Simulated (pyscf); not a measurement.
H₂N–Nb(Cl)(Cl)(Cl)–Cl (SMILES [NH2][Nb]([Cl])([Cl])([Cl])[Cl]) -> HN=Nb(Cl)(Cl)–Cl (SMILES [NH]=[Nb]([Cl])([Cl])[Cl]) + HCl (SMILES Cl), gas phase, singlet surface. Single points on ωB97X-D3(BJ)/def2-SVP structures (PySCF, gas phase). ΔG in kcal/mol from ωB97M-D3(BJ)/def2-TZVP energies (ideal gas, 1 atm, RRHO with modes under 100 cm⁻¹ raised to 100, one conformer, R ln 2 for chiral ones without a mode under 150 cm⁻¹).

```csv
T (K),ΔG
298,+7.6
600,-2.9
900,?
1200,-23.2
```

Fit a line to the three values, predict ΔG at 900 K, and estimate where the reaction turns favourable at 1 atm of each gas.

Least squares gives ΔG = +17.7 − 34.1 × T/1000 K, so ΔS is about +143 J/(mol K) and ΔH about +17.7 kcal/mol over this range (ΔH at 298 K: +18.1). At 900 K the line gives -13.0; the computed value is -13.2. ΔG = 0 falls near 520 K; 1 kcal/mol in the energy moves that by 29 K. This is thermodynamics alone and says nothing of the barrier. Elements past Kr carry the def2 core potentials, without spin-orbit coupling.
